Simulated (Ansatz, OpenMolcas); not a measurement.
## From OpenMolcas to Ansatz

OpenMolcas 26.06 runs this on PO (Phosphorus monoxide):

calc.inp:
```
* OP Kohn-Sham DFT

&GATEWAY
  BASLIB = $CurrDir
  COORD
  2
  bohr
  O      0.00000000     0.00000000    -0.01785791
  P      0.00000000     0.00000000     2.76757950
  BASIS = cc-pVTZ
  GROUP = NoSym

&SEWARD
  GRIDINPUT
  Grid=UltraFine
  End of Grid

&SCF
  UHF
  SPIN = 2
  KSDFT = 2
  1.0 MGGA_X_R2SCAN
  1.0 MGGA_C_R2SCAN
  THRESHOLDS = 1e-10 1e-07 1e-07 1e-05
  PRORBITALS = 1 2

&ALASKA
```

```bash
$ export MOLCAS_MEM=1860
$ pymolcas calc.inp > calc.log
```

(Basis files named in the input come from the Basis Set Exchange and aren't shown.)

The coordinates come from a PBE0-D4/def2-TZVP relaxation.

It gives a total energy of -416.519253 Eh.

Problem. Translate the job to Ansatz 0.2.0 as an input file of the program's own, asking for the energy.

Solution. For example:

input.yaml:
```yaml
crystal:
  periodic: [false, false, false]
  atoms:
    - {symbol: O, position_ang: [0.000000, -0.000000, -0.009450]}
    - {symbol: P, position_ang: [-0.000000, 0.000000, 1.464540]}
basis:
  gaussian: {orbitals: cc-pVTZ}
magnetization: {spin_polarized: true, initial_magnetization: 1}
hamiltonian: {xc: r2scan}
accuracy: high
output: {orbitals: {seedname: orbitals}}
```

```bash
$ ansatz run input.yaml --threads 1 --pin off --max-ram 3480MiB --events-out events.jsonl --progress --plain --runs-dir runs
```

Its energy is -416.519256 Eh, 0.003 mEh from the first.
